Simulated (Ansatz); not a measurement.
HMg (`[MgH]`) radical, relaxed with UKS PBE0-D4/def2-TZVP in the Gaussian-basis code of Ansatz from a PBE-D4/def2-SVP geometry. The force threshold is 0.005 eV/Å; the program also tests the step.

The species carries charge 0 and has multiplicity 2.

Start:

```xyz
2

Mg    0.125    0.252    0.833
H    -0.125   -0.252   -0.833
```

(1) By how much does the energy fall, and how many steps does the optimiser take? (Best estimate.)

(2) Which bonds change most? (Estimate.)

(3) Give the relaxed structure. (Estimate.)

## Answers

(1) Computed: 0.02 kcal/mol, in 1 steps.

(2) The calculation gave: Mg1–H2 from 1.758 to 1.743 Å.

(3) Computed: 
```xyz
2

Mg    0.124    0.250    0.825
H    -0.124   -0.250   -0.825
```
